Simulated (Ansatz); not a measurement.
**AlFH2: molecular dynamics**

Purpose: to follow the molecule's vibrations and see whether its bonds hold. The start is relaxed first. Runs: 300 steps of 0.5 fs at constant energy, with velocities drawn for 1000 K.

All numbers below are computed with Ansatz 0.2.0 (RKS r2SCANh/def2-SVPD).

## (1) The starting structure

Bond lengths: Al1–H2 1.560 Å, Al1–F3 1.690 Å, Al1–H4 1.560 Å. Angles: H2–Al1–F3 120.0°, H2–Al1–H4 120.0°, F3–Al1–H4 120.0°.

Coordinates:

```xyz
4

Al    0.0000    0.0000    0.0000
H     0.0000    0.0000    1.5600
F     1.4635    0.0000   -0.8450
H    -1.3510    0.0000   -0.7800
```

## (2) Relaxing the start

Contents of input.yaml:

```yaml
crystal:
  periodic: [false, false, false]
  atoms:
    - { symbol: Al, position_ang: [0.0, 0.0, 0.0] }
    - { symbol: H, position_ang: [0.0, 0.0, 1.56] }
    - { symbol: F, position_ang: [1.4635, 0.0, -0.845] }
    - { symbol: H, position_ang: [-1.351, 0.0, -0.78] }
basis:
  gaussian: { orbitals: def2-SVPD }
hamiltonian:
  xc: r2scanh
relax:
  f_tol: 0.02
  max_steps: 40
output:
  orbitals: {}
```

Launch:

```
$ ansatz run input.yaml --threads 1 --pin off --max-ram 2048MiB --backend cpu --events-out ev --progress --plain --runs-dir out
```

After this run come: The run.

What does the calculation give? Wanted: relaxation of the start; temperature, first and last step; temperature, second half; potential energy, second half; largest change of the total energy; bonds formed or broken.

**Answer**, as computed:

```
                          quantity                          value
           relaxation of the start        4 moves, 0.025 eV lower
                            length            300 steps of 0.5 fs
  temperature, first and last step                 1000 and 603 K
          temperature, second half  mean 501 K, from 339 to 710 K
     potential energy, second half    +32 meV/atom from the start
largest change of the total energy                  0.08 meV/atom
            bonds formed or broken                              0
```

**Reading.** The temperature starts at 1000 K and averages 501 K in the second half, where it ranges from 339 to 710 K. About half is expected from a start at a minimum: kinetic energy passes into potential energy until both shares match. The total energy strays from its start by at most 0.08 meV/atom, 0.3 % of the mean kinetic energy, so a step of 0.5 fs is short enough over this time. The bonds all hold. 150 fs on 4 atoms is far too short and small for converged averages. The nuclei move classically, without zero-point motion, which matters most for hydrogen.
